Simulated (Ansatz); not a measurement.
# C₄H₈N₂: how energies converge with the basis set

The task here is to estimate one member of a computed series from the others.

The runs use Ansatz 0.2.0, Gaussian basis; one geometry, several basis sets.

Plan: PBE0-D4/def2-SVP; ωB97M-V/def2-SVP; PBE0-D4/def2-QZVPP; ωB97M-V/def2-QZVPP; the functionals' def2-TZVPP values are taken from earlier runs.

## The geometry

An earlier PBE0-D4 in a triple-zeta def2 set relaxation fixed the geometry.

SMILES `C=C(N)C(=C)N`, 14 atoms, charge 0, spin multiplicity 1.

Atoms are counted from 1 here; the program's logs count them from 0.

Bond lengths: C1–C2 1.334 Å, C1–H7 1.084 Å, C1–H8 1.080 Å, C2–N3 1.399 Å, C2–C4 1.483 Å, N3–H9 1.009 Å, N3–H10 1.011 Å, C4–C5 1.339 Å, C4–N6 1.381 Å, C5–H11 1.079 Å, C5–H12 1.084 Å, N6–H13 1.006 Å, N6–H14 1.005 Å. Angles: C2–C1–H7 121.4°, C2–C1–H8 120.3°, H7–C1–H8 118.2°, C1–C2–N3 123.8°, C1–C2–C4 122.2°, N3–C2–C4 113.8°, C2–N3–H9 113.5°, C2–N3–H10 113.6°, H9–N3–H10 111.0°, C2–C4–C5 121.3°, C2–C4–N6 114.1°, C5–C4–N6 124.7°, C4–C5–H11 120.1°, C4–C5–H12 121.5°, H11–C5–H12 118.4°, C4–N6–H13 115.7°, C4–N6–H14 117.3°, H13–N6–H14 115.3°.

Set-up of the first run:

The input, in.yaml:

```yaml
crystal:
  periodic: [false, false, false]
  atoms:
    - {symbol: C, position_ang: [0.707089, 0.452482, 1.652063]}
    - {symbol: C, position_ang: [0.389594, -0.240061, 0.556665]}
    - {symbol: N, position_ang: [0.761170, -1.571309, 0.342134]}
    - {symbol: C, position_ang: [-0.491535, 0.312359, -0.500824]}
    - {symbol: C, position_ang: [-0.314975, 1.552090, -0.974565]}
    - {symbol: N, position_ang: [-1.489139, -0.550283, -0.910448]}
    - {symbol: H, position_ang: [1.382059, 0.049429, 2.398964]}
    - {symbol: H, position_ang: [0.266377, 1.421996, 1.831378]}
    - {symbol: H, position_ang: [1.399669, -1.927695, 1.037216]}
    - {symbol: H, position_ang: [1.104726, -1.750902, -0.591446]}
    - {symbol: H, position_ang: [0.497426, 2.160567, -0.607360]}
    - {symbol: H, position_ang: [-0.972949, 1.970200, -1.727426]}
    - {symbol: H, position_ang: [-1.360371, -1.515929, -0.660284]}
    - {symbol: H, position_ang: [-1.892041, -0.391943, -1.817266]}
basis:
  gaussian: {orbitals: def2-SVP}
hamiltonian: {xc: pbe0, dispersion: d4}
output: {orbitals: {seedname: orbitals}}
```

Among the steps run: PBE0-D4 in def2-SVP; ωB97M-V in def2-SVP; PBE0-D4 in def2-QZVPP; ωB97M-V in def2-QZVPP.

One table of the session follows, with a row left open; its other results are not shown here.

It belongs to the step «Density functionals: the series». 

| functional | basis | HOMO (eV) | LUMO (eV) |
| --- | --- | --- | --- |
| PBE0-D4 | def2-SVP | -5.61 | 0.35 |
| PBE0-D4 | def2-TZVPP | -5.80 | 0.03 |
| PBE0-D4 | def2-QZVPP | -5.84 | -0.10 |
| ωB97M-V | def2-SVP | -7.81 | 2.48 |
| ωB97M-V | def2-TZVPP | ? | ? |
| ωB97M-V | def2-QZVPP | -8.04 | 1.52 |

Q: Estimate the row for ωB97M-V, def2-TZVPP from the others.

**Answer.** HOMO (eV): -8.00; LUMO (eV): 2.05. In the column «HOMO (eV)» it lies between ωB97M-V, def2-QZVPP (-8.04) and ωB97M-V, def2-SVP (-7.81).
